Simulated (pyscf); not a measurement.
Structures and frequencies: ωB97X-D3(BJ)/def2-SVP in PySCF.

**Question.** For the elementary gas-phase step H₃C–CH₂–CH₃ (SMILES CCC) + Cl• (SMILES [Cl]) → H₃C–CH₂–Cl (SMILES CCCl) + CH₃• (SMILES [CH3]) (doublet surface; C–C broken, C–Cl formed), what barrier and reaction energy does ωB97M-D3(BJ)/def2-TZVP give, measured from the separated reactants?

**Answer.** ΔE‡ = 36.1 kcal/mol, ΔE = +8.0 kcal/mol. Zero-point energy shifts the barrier by -2.0 kcal/mol. It is a substitution at C, with an imaginary mode of 933i cm⁻¹. The same reactants have a lower exit, to H₃C–CH•–CH₃ + HCl (highest point, the separated products, at -0.9 kcal/mol at ωB97M-D3(BJ), against +36.1 kcal/mol here). This is the saddle that the search found; another between the same sides may lie lower. The angle at the attacked C is 160°. Left out: the spin-orbit lowering of Cl.
